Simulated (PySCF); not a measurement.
All values below come from B3LYP-D3(BJ)/def2-TZVP run with PySCF. Isolated molecules, 0 K electronic values unless said otherwise. B3LYP has the VWN-RPA correlation part, as in Gaussian. 

Reference species (SMILES): `[OH]` (neutral, multiplicity 2).

highest occupied spin orbital: -8.84 eV
dipole moment: 1.77 D

Changed species: `C[Si](C)C` (radical fragment; the reference has radical fragment).

Problem. Give the shifts of the highest occupied spin orbital and dipole moment.

Solution. the highest occupied spin orbital rises by 3.86 eV, to -4.98 eV; the dipole moment falls by 1.16 D, to 0.61 D.
